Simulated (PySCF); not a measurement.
# How far each method lies from full CI for GaH⁻, quartet

Geometry: a point of a stretch scan, not a stationary point.

```xyz
2

Ga    0.0000    0.0000    0.0000
H     0.0000    0.0000    1.3050
```

Basis aug-cc-pVDZ; PySCF 2.14.0. Correlated methods freeze the noble-gas cores and the filled d shells of p-block atoms, which leaves 5 electrons in 31 orbitals. R marks a restricted (for open shells ROHF) determinant. No spin–orbit coupling is included, and no scalar relativity.

Full CI is exact within this basis and frozen core; it isn't the basis-set limit.

The UHF ⟨S²⟩ is 3.752. The T1 diagnostic (ROHF- or RHF-based CCSD) is 0.0223 and the largest doubles amplitude (ROHF- or RHF-based CCSD) is 0.060.

Question: From what is known of these methods and the diagnostics, rank them by the size of their error in total energy against full CI in aug-cc-pVDZ, smallest first (an estimate: the text doesn't fix the numbers).
A. RCCSD
B. RCCSD(T)
C. RMP2
D. RCCSDT
E. RHF

Answer: D (1 meV), B (16 meV), A (56 meV), C (449 meV), E (1665 meV).

All errors are against full CI in aug-cc-pVDZ. Within each family the higher level lies nearer, as is usual though not guaranteed.

The full-CI state has the irrep A2 of C2v, in the program's axes (one component, if the state is degenerate).

Natural occupations of full CI about the gap: 1.948 0.990 0.976 0.976 0.019 0.015 0.015 0.010 0.010 0.009; effectively unpaired electrons, Σ n²(2−n)², 3.01.
